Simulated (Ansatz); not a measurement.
We consider hcp Tc, described by B3LYP (VWN-RPA form) (Ansatz, a first-principles code, PAW).

Settings: plane-wave cutoff 460 eV, 12×12×6 k mesh (along the axes of the cell as run), Fermi–Dirac smearing 0.05 eV, no spin polarisation, scalar-relativistic PAW data made under PBE.

Computed at the level's own relaxed cell.

**Question.** Predict the lattice constant a and lattice parameter c.

**Answer.** 
- lattice constant a = 2.758 Å
- lattice parameter c = 4.398 Å

Measured, for comparison: lattice constant a 2.741 Å, lattice parameter c 4.399 Å (293 K, not corrected to a static lattice; as tabulated in Wikipedia's data pages). Computed (rounded) less measured: lattice constant a +0.6 %, lattice parameter c 0.0 %.

Static lattice: no zero-point or thermal effects.
